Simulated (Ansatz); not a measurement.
# N2H4: small, medium and large basis sets

The task here is to estimate one member of a computed series from the others.

Computed with Ansatz 0.2.0, Gaussian basis. Level: one geometry, several basis sets.

The runs, in order: PBE0-D4/def2-SVP; ωB97M-V/def2-SVP; PBE0-D4/def2-QZVPP; ωB97M-V/def2-QZVPP; CCSD(T)/cc-pV(D+d)Z; CCSD(T)/cc-pV(T+d)Z; CCSD(T)/cc-pV(Q+d)Z; the functionals' def2-TZVPP values are taken from earlier runs.

### The geometry

An earlier PBE0-D4 in a triple-zeta def2 set relaxation fixed the geometry.

6 atoms, charge 0, spin multiplicity 1.

Atoms are counted from 1 here; the program's logs count them from 0.

Bond lengths: N1–N2 1.415 Å, N1–H3 1.014 Å, N1–H4 1.011 Å, N2–H5 1.014 Å, N2–H6 1.011 Å. Angles: N2–N1–H3 112.7°, N2–N1–H4 108.2°, H3–N1–H4 108.3°, N1–N2–H5 112.7°, N1–N2–H6 108.2°, H5–N2–H6 108.3°.

The first run:

Contents of in.yaml:

```yaml
crystal:
  periodic: [false, false, false]
  atoms:
    - {symbol: N, position_ang: [-0.135136, -0.701671, 0.195893]}
    - {symbol: N, position_ang: [0.447303, 0.583792, 0.089889]}
    - {symbol: H, position_ang: [-1.076249, -0.737573, -0.180483]}
    - {symbol: H, position_ang: [0.438670, -1.352206, -0.322739]}
    - {symbol: H, position_ang: [0.103876, 1.104741, -0.709681]}
    - {symbol: H, position_ang: [0.221526, 1.102906, 0.927131]}
basis:
  gaussian: {orbitals: def2-SVP}
hamiltonian: {xc: pbe0, dispersion: d4}
output: {orbitals: {seedname: orbitals}}
```

Among the steps run: PBE0-D4 in def2-SVP; ωB97M-V in def2-SVP; PBE0-D4 in def2-QZVPP; ωB97M-V in def2-QZVPP.

One table of the session follows, with a row left open; its other results are not shown here.

It belongs to the step «Functionals by basis». 

```
functional       basis  HOMO (eV)  LUMO (eV)
   PBE0-D4    def2-SVP          ?          ?
   PBE0-D4  def2-TZVPP      -7.13       1.02
   PBE0-D4  def2-QZVPP      -7.21       0.67
   ωB97M-V    def2-SVP      -9.22       3.51
   ωB97M-V  def2-TZVPP      -9.59       2.39
   ωB97M-V  def2-QZVPP      -9.67       1.90
```

Q: Estimate the row for PBE0-D4, def2-SVP from the others.

The run gave: HOMO (eV): -6.76; LUMO (eV): 1.88. In the column «HOMO (eV)» it is the highest.
